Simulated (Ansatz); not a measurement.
`NC(N)(N)F`. Total charge 0; spin multiplicity 1.

Cartesian coordinates in Å:
```
N 0.227 -0.062 1.343
C 0.192 0.193 -0.073
N 0.813 -0.891 -0.721
N -1.064 0.439 -0.731
F 0.887 1.402 -0.214
H -0.154 0.724 1.853
H -0.304 -0.894 1.559
H 0.864 -0.732 -1.717
H 1.727 -1.068 -0.329
H -1.517 1.252 -0.336
H -1.670 -0.364 -0.634
```

(1) List the harmonic frequencies (cm⁻¹, unscaled) at PBE0-D4/def2-TZVP in Ansatz. (Best estimate.)

(2) Is this a minimum?

(3) Give the ideal-gas thermochemistry at 298.15 K and 1 bar (rigid rotor, harmonic oscillator; point group Cs, symmetry number 1).

## Answers

(1) Ansatz gave: 205, 305, 371, 388, 497, 514, 541, 562, 778, 805, 839, 862, 959, 1049, 1160, 1265, 1348, 1410, 1629, 1631, 1644, 3547, 3551, 3567, 3642, 3644, 3666.

(2) Yes, all 27 modes are real.

(3) Zero-point energy 241.5 kJ/mol; H(298) − E = 259.0 kJ/mol; entropy 306.9 J/(mol·K), of which translation 163.4, rotation 105.7, vibration 37.8; G(298) − E = 167.5 kJ/mol.
